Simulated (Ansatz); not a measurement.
Which YAML input does this script hand to the engine? (Ansatz 0.2.0 through its Python package)

`energy.py`:
```python
"""Single point of C5H7F in a Gaussian basis."""

import warnings

import ansatz as az

warnings.simplefilter("ignore", az.DeckWarning)

geometry_ang = [
    ("C", [1.8069, -0.2504, -0.6386]),
    ("C", [0.5211, 0.3691, -0.4582]),
    ("C", [-0.4931, 1.109, -0.7893]),
    ("C", [-0.5286, 0.4836, 0.5114]),
    ("C", [-1.4472, -0.6578, 0.7704]),
    ("F", [-0.2732, 1.3175, 1.5916]),
    ("H", [1.7227, -1.3405, -0.6021]),
    ("H", [2.5041, 0.0637, 0.1438]),
    ("H", [2.2398, 0.0224, -1.6057]),
    ("H", [-0.9809, 1.7474, -1.4806]),
    ("H", [-1.037, -1.2957, 1.5602]),
    ("H", [-1.6158, -1.2822, -0.1146]),
    ("H", [-2.4188, -0.2861, 1.1117]),
]
molecule = az.Crystal.molecule()
for symbol, xyz in geometry_ang:
    molecule = molecule.atom(symbol, xyz)

calculation = molecule.calculation()
calculation = calculation.basis(gaussian="def2-SVP").correlation("mp2")
done = calculation.run()
summary = done.report

for key in ("converged", "free_energy_ev", "reference_energy_ev", "n_frozen", "n_occupied", "n_virtual"):
    print(f"{key:22s} {summary[key]}")

print("correlation energy", round(summary["free_energy_ev"] - summary["reference_energy_ev"], 5), "eV")
cluster = summary["correlation"].get("coupled_cluster")
if cluster:
    print("cycles", cluster["cycles"], " T1 diagnostic", round(cluster["t1_diagnostic"], 4), " largest double", round(cluster["largest_double"], 4))
```

`python energy.py` gives:
```text
converged              True
free_energy_ev         -7983.948630278622
reference_energy_ev    -7960.503517951777
n_frozen               6
n_occupied             [17, 17]
n_virtual              [96, 96]
correlation energy -23.44511 eV
```

`input.yaml`:
```yaml
crystal:
  periodic: [false, false, false]
  atoms:
    - { symbol: C, position_ang: [1.8069, -0.2504, -0.6386] }
    - { symbol: C, position_ang: [0.5211, 0.3691, -0.4582] }
    - { symbol: C, position_ang: [-0.4931, 1.109, -0.7893] }
    - { symbol: C, position_ang: [-0.5286, 0.4836, 0.5114] }
    - { symbol: C, position_ang: [-1.4472, -0.6578, 0.7704] }
    - { symbol: F, position_ang: [-0.2732, 1.3175, 1.5916] }
    - { symbol: H, position_ang: [1.7227, -1.3405, -0.6021] }
    - { symbol: H, position_ang: [2.5041, 0.0637, 0.1438] }
    - { symbol: H, position_ang: [2.2398, 0.0224, -1.6057] }
    - { symbol: H, position_ang: [-0.9809, 1.7474, -1.4806] }
    - { symbol: H, position_ang: [-1.037, -1.2957, 1.5602] }
    - { symbol: H, position_ang: [-1.6158, -1.2822, -0.1146] }
    - { symbol: H, position_ang: [-2.4188, -0.2861, 1.1117] }
basis:
  gaussian: { orbitals: def2-SVP }
correlation:
  method: mp2
```

On the command line:
```console
$ ansatz run input.yaml --threads 1 --pin off --max-ram 4096MiB --backend cpu --events-out ev --progress --plain --runs-dir out
Engine: ansatz 0.2.0, aarch64-unknown-linux-gnu
Functional definition: HF
  exchange = exact_x
  correlation = 0
1219 factors; integrals over basis functions are off by at most 1.3e-3 eV
mean field evaluation 1: about -7957.2181 eV, gradient 3.3e1 eV
mean field evaluation 2: about -7957.3692 eV, gradient 3.3e1 eV
mean field evaluation 4: about -7960.4611 eV, gradient 3.8e0 eV
mean field evaluation 8: about -7960.5033 eV, gradient 2.1e-1 eV
mean field -7960.50351795 eV, -292.5431084616 hartree, gradient 1.7e-6 eV, S^2 0.000000; 0 other end points of the search recorded, 0 dependent functions left out
6 core orbitals not correlated: weight in the atoms' cores, before any rotation towards them, 1.000 or more for the frozen orbitals, at most 0.000 for the correlated occupied ones
reference -7960.50351795 eV, -292.5431084616 hartree; 17, 17 occupied and 96, 96 virtual orbitals, 1219 factors
second order -23.44511233 eV of doubles, -0.00000000 eV of singles
Total energy: -7983.94863028 eV, -293.4047004480 hartree
```

Reading the output:
- Total energies depend on the basis set; only differences at equal settings carry meaning.
- The geometry is a force-field or estimated start, not a minimum of this method, and the basis set is short of its limit.
- Inner cores stay frozen, so this is valence correlation.
- Run time: 2.8 s on 1 thread of Arm Neoverse V1, on a shared host, peak memory 0.28 GiB.
